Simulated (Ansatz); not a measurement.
Input and output for `OC(O)O`.

```yaml
crystal:
  periodic: [false, false, false]
  atoms:
    - {symbol: O, position_ang: [-1.241339, 0.382052, -0.656850]}
    - {symbol: C, position_ang: [-0.056460, 0.274880, 0.160480]}
    - {symbol: O, position_ang: [1.101444, 0.699633, -0.607602]}
    - {symbol: O, position_ang: [0.221260, -1.103210, 0.595117]}
    - {symbol: H, position_ang: [-1.031597, -0.069038, -1.540018]}
    - {symbol: H, position_ang: [-0.244859, 0.957499, 1.071169]}
    - {symbol: H, position_ang: [1.906630, 0.216296, -0.235152]}
    - {symbol: H, position_ang: [-0.558373, -1.418173, 1.154266]}
basis:
  gaussian: {orbitals: def2-TZVP, final_grid: {core_spheres: 20, valence_spheres: 16, degree: 47}}
hamiltonian: {xc: {name: PBE0-DH}}
accuracy: high
```

```sh
$ ansatz run in.yaml --threads 2 --pin off --events-out ev --progress --plain --max-ram 4352MiB
```

Output, abridged:

```
Functional definition: PBE0-DH
2743 factors; integrals over basis functions are off by at most 3.6e-9 eV
mean field evaluation 1: about -7229.0064 eV, gradient 5.8e1 eV
mean field evaluation 2: about -7229.0625 eV, gradient 5.8e1 eV
mean field evaluation 4: about -7234.3301 eV, gradient 3.0e0 eV
mean field evaluation 8: about -7234.3576 eV, gradient 2.8e-1 eV
mean field evaluation 16: about -7234.3578 eV, gradient 9.0e-5 eV
mean field -7234.35779024 eV, -265.8577451676 hartree, gradient 7.7e-8 eV, S^2 0.000000; 0 other end points of the search recorded, 0 dependent functions left out
4 core orbitals not correlated: weight in the atoms' cores, before any rotation towards them, 1.000 or more for the frozen orbitals, at most 0.000 for the correlated occupied ones
reference -7234.35779185 eV, -265.8577452267 hartree; 13, 13 occupied and 131, 131 virtual orbitals, 2743 factors
second order -29.47486365 eV of doubles, -0.00000000 eV of singles
Total energy: -7238.04214981 eV, -265.9931428842 hartree
```

Hardware: 2 threads of an Arm Neoverse V2 on a shared host. Wall time 7 s, peak host memory 0.58 GiB.
